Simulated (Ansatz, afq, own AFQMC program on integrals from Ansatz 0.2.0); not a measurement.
Integrals from Ansatz 0.2.0, then the random walk in our own AFQMC program (afq).

```yaml
crystal:
  periodic: [false, false, false]
  atoms:
    - {symbol: Al, position_ang: [0.000000, -0.017884, 0.577394]}
    - {symbol: N, position_ang: [0.000000, 0.034966, -0.861636]}
    - {symbol: H, position_ang: [0.000000, 0.099470, 2.131754]}
    - {symbol: H, position_ang: [0.000000, -0.116552, -1.847513]}
basis:
  gaussian: {orbitals: cc-pVDZ}
magnetization: {spin_polarized: false}
correlation: {method: ccsd_t, electrons: outside_noble_gas, hamiltonian_folder: ham}
```

```sh
$ ansatz run in.yaml --threads 1 --pin off --events-out ev --progress --plain --max-ram 1382MiB
```

Options of the walk:

```
--method phaseless --trial cid --walkers 160 --populations 1 --least-time 40 --time-step 0.0025 --steps-per-block 50 --equilibration-blocks 48 --max-blocks 320 --target-error 0.00076 --factor-cut 1e-05 --seed 8679 --taylor-order 6
```

Times are imaginary, in 1/Eh. The walk had a cap of 214 s.

Log:

```
orbitals 36  electrons 5 5  factors 270 of 404
reference energy -297.42469419 Eh
CCSD correlation -0.24865598 Eh in 12 cycles, weight of the determinant in the CISD state 0.8879
energy of the start -297.673724 Eh
 block  time / (1/Eh)  mean weight  energy / Eh
     1     0.125  1.0000  -297.670280
     2     0.250  0.9997  -297.669064
     3     0.375  0.9995  -297.670535
     4     0.500  1.0006  -297.672147
     5     0.625  1.0002  -297.671373
     8     1.000  1.0005  -297.673068
    13     1.625  1.0005  -297.674410
    31     3.875  0.9999  -297.680142
    49     6.125  1.0008  -297.683909
    67     8.375  0.9993  -297.677296
    85    10.625  1.0005  -297.686859
    97    12.125  1.0009  -297.676038
   103    12.875  1.0001  -297.676831
   121    15.125  0.9990  -297.689154
   139    17.375  1.0000  -297.683360
   157    19.625  1.0001  -297.686185
   169    21.125  1.0001  -297.697142
   175    21.875  0.9995  -297.689369
   193    24.125  0.9993  -297.689886
   211    26.375  0.9995  -297.683929
   229    28.625  0.9999  -297.681233
   247    30.875  1.0001  -297.685767
   253    31.625  0.9999  -297.684504
blocks merged  error / Eh  count
     1  0.000332  207
     2  0.000429  103
     4  0.000562  51
     8  0.000697  25
    16  0.000827  12
energy -297.684585 +/- 0.000697 Eh
(rows thinned)
```

The time cap ended the run before it passed its tests. The second half of the sampling lies below the first by 3.0 errors of their difference, so the energy may still be moving and its error bar be too small.

Against this walk (error 19.0 meV) on the same determinant: CCSD(T) 79.3 meV higher, CCSDT(Q) 31.1 meV higher (within the noise), a separate phaseless walk with a CISD trial and standard settings 17.6 ± 26.9 meV higher (within the noise). The error is statistical and leaves out the bias of the constraint.

Cautions: constraint bias not in the error; error not settled; higher spins were not checked; raised T1 diagnostic (T1 0.024, weight of the determinant 0.89, largest double 0.06); the sampling time fell short of the least asked.

The walk took 3.6 min on 1 thread of Arm Neoverse V2 (shared host). The log's last line is the phaseless energy.

CCSDT and higher add their correlation energy to the determinant of the CCSD(T) run, since their own runs factorise the integrals more tightly (a shift of under 2 meV). A walk keeps the symmetry of its determinant, which the program's search chose and which needn't be the lowest solution, so a lower state of the same spin and another symmetry isn't excluded.
